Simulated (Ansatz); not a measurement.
Basis sets compared for (H3Si)2NH (Si₂NH₇). The state is a singlet with charge 0. Geometry B3LYP-D4/def2-TZVP. Ansatz on 4 threads of AMD EPYC 9R45 on a shared host; times are rough, and most runs start from earlier orbitals.

Cartesian coordinates in Å:
```
Si -0.246 1.071 1.119
H -1.495 1.852 1.289
H -0.205 -0.044 2.090
H 0.888 1.989 1.400
N -0.179 0.381 -0.468
Si 0.300 -1.211 -0.950
H -0.633 -1.741 -1.974
H 0.274 -2.067 0.256
H 1.665 -1.254 -1.535
H -0.369 1.024 -1.226
```

Binding counts from free atoms (Si triplet, H doublet, N quartet) in the same basis, without a counterpoise term.

```tsv
level	functions	energy (Eh)	HOMO (eV)	LUMO (eV)	binding per atom (eV)	wall time
PBE-D4/def2-SVP	85	-637.3614	-5.99	-0.42	3.15	0.25 s
PBE-D4/def2-TZVP	147	-637.6399	-6.17	-0.91	3.17	0.4 s
r2SCAN-D4/def2-TZVP	147	-637.9334	-6.47	-0.46	3.19	0.7 s
PBE0-D4/def2-SVP	85	-637.4345	-7.37	0.46	3.13	0.3 s
PBE0-D4/def2-TZVP (with forces)	147	-637.7097	-7.50	-0.07	3.16	0.65 s
```

(1) Estimate the rows for PBE-D4/def2-TZVPD, r2SCAN-D4/def2-TZVPD, PBE0-D4/def2-TZVPD.

Results:

(1) 
```csv
level,functions,energy (Eh),HOMO (eV),LUMO (eV),binding per atom (eV),wall time
PBE-D4/def2-TZVPD,186,-637.6413,-6.21,-1.07,3.17,0.55 s
r2SCAN-D4/def2-TZVPD,186,-637.9343,-6.49,-0.58,3.19,0.95 s
PBE0-D4/def2-TZVPD,186,-637.7108,-7.52,-0.28,3.16,0.7 s
```
